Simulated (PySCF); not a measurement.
C4H7N.
Bonds: C1–C2 (double), C2–C3 (double), C3–C4, C4–N5. Hydrogens: H6, H7 on C1; H8 on C3; H9, H10 on C4; H11, H12 on N5.

All values: PBE0/def2-SVPD (PySCF, non-relativistic), on one gas-phase PBE0-D3(BJ)/def2-SVP geometry that isn't relaxed in the solvent. The solvent is an IEF-PCM continuum (cavity from Bondi-type radii × 1.2), and excitations are vertical TDDFT with non-equilibrium linear response and a frozen core. Only the electrostatic response of the medium enters.

Gas-phase singlets (H = HOMO, L = LUMO):

```json
{"state": "S1", "E (eV)": "5.613", "λ (nm)": "221", "f": "0.002", "leading configuration": "H→L 55%"}
{"state": "S2", "E (eV)": "5.816", "λ (nm)": "213", "f": "0.016", "leading configuration": "H→L+1 51%"}
{"state": "S3", "E (eV)": "6.318", "λ (nm)": "196", "f": "0.013", "leading configuration": "H-1→L+1 30%"}
{"state": "S4", "E (eV)": "6.645", "λ (nm)": "187", "f": "0.161", "leading configuration": "H-2→L+1 50%"}
{"state": "S5", "E (eV)": "6.714", "λ (nm)": "185", "f": "0.047", "leading configuration": "H→L+2 74%"}
```

Question: What are the lowest 5 singlets in dichloromethane (ε = 8.93)?

Answer: 
```tsv
state	E (eV)	λ (nm)	f	leading configuration	change by rank (eV)
S1	5.669	219	0.005	H→L 48%	+0.056
S2	5.894	210	0.022	H→L+1 54%	+0.078
S3	6.401	194	0.031	H-1→L 29%	+0.083
S4	6.680	186	0.363	H-2→L+1 45%	+0.035
S5	6.787	183	0.018	H→L+2 83%	+0.073
```

Question: What are the lowest 5 singlets in dimethylsulfoxide (ε = 46.83)?

Answer: 
| state | E (eV) | λ (nm) | f | leading configuration | change by rank (eV) |
| --- | --- | --- | --- | --- | --- |
| S1 | 5.678 | 218 | 0.005 | H→L 47% | +0.065 |
| S2 | 5.910 | 210 | 0.022 | H→L+1 54% | +0.094 |
| S3 | 6.418 | 193 | 0.033 | H-1→L 30% | +0.100 |
| S4 | 6.691 | 185 | 0.391 | H-2→L+1 44% | +0.046 |
| S5 | 6.801 | 182 | 0.015 | H→L+2 84% | +0.087 |

Question: The ground-state energy changes by -0.227 eV from gas to dimethylsulfoxide. By how much does the total energy of gas-phase S2 change?

Answer: E(S2) = E(S0) + excitation energy, so it changes by -0.227 + 0.094 = -0.133 eV: it is lowered less than the ground state, which is what a blue shift means. This is the vertical state, with the slow part of the continuum still set for S0.

Question: How do the frontier levels move from gas to dimethylsulfoxide?

Answer: 
```csv
orbital,gas (eV),solvent (eV),change (eV)
LUMO+2,0.90,0.97,+0.07
LUMO+1,0.29,0.36,+0.07
LUMO,0.11,0.21,+0.10
HOMO,-6.90,-6.95,-0.05
HOMO-1,-7.54,-7.50,+0.04
HOMO-2,-8.09,-8.10,-0.01
HOMO-3,-10.17,-10.03,+0.14
```

The HOMO–LUMO gap goes from 7.01 to 7.16 eV.

Shape of the structure used: `[CH2:1]=[C:2]=[CH:3][CH2:4][NH2:5]`: C2–C3–C4–N5 -115°, H–N5–C4–C3 56°, H–N5–C4–C3 -60°.
